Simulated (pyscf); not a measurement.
HO–SiH₂–PH–SiH₃ + H₂ → H₃Si–PH–SiH₃ + H₂O, a four-centre exchange (singlet surface; O–Si, H–H broken, H–Si, H–O formed). Single points on ωB97X-D3(BJ)/def2-SVP structures (PySCF, gas phase). Energies in eV from the separated reactants.

Small-basis levels: PySCF, no dispersion term, spherical d functions. AM1 to PM7: differences of heats of formation from MOPAC, which are fitted to 298 K values and so differ in kind from electronic energies by zero-point and thermal terms. Cost: rough CPU time at the saddle relative to B3LYP/6-31G*, from one job on a shared machine.

```csv
level,barrier,reaction energy,cost
HF/STO-3G,3.46,+0.15,0.05
HF/3-21G,2.77,+0.85,0.06
HF/6-31G*,3.06,+0.61,0.1
MP2/6-31G*,2.68,+0.91,0.1
BP86/6-31G*,2.04,+0.76,2
B3LYP/STO-3G,2.21,+0.51,0.6
B3LYP/3-21G,2.04,+1.06,0.7
B3LYP/LANL2DZ,2.18,+0.28,0.6
B3LYP/6-31G*,2.33,+0.78,1
PBE/def2-SVP,1.69,+0.61,2
PM3,3.47,+1.39,under 0.02
PM7,3.51,+2.12,under 0.02
ωB97M-D3(BJ)/def2-TZVP,2.19,+0.72,–
```

Against the last row the barrier runs from -0.49 (PBE/def2-SVP) to +1.32 eV (PM7). ωB97M-D3(BJ)/def2-TZVP has limits of its own. HO–SiH₂–PH–SiH₃ lies 0.80 eV over its isomer H₃Si–O–SiH₂–PH₂ (electronic energy, ωB97M-D3(BJ)/def2-TZVP). This is the saddle that the search found; another between the same sides may lie lower.
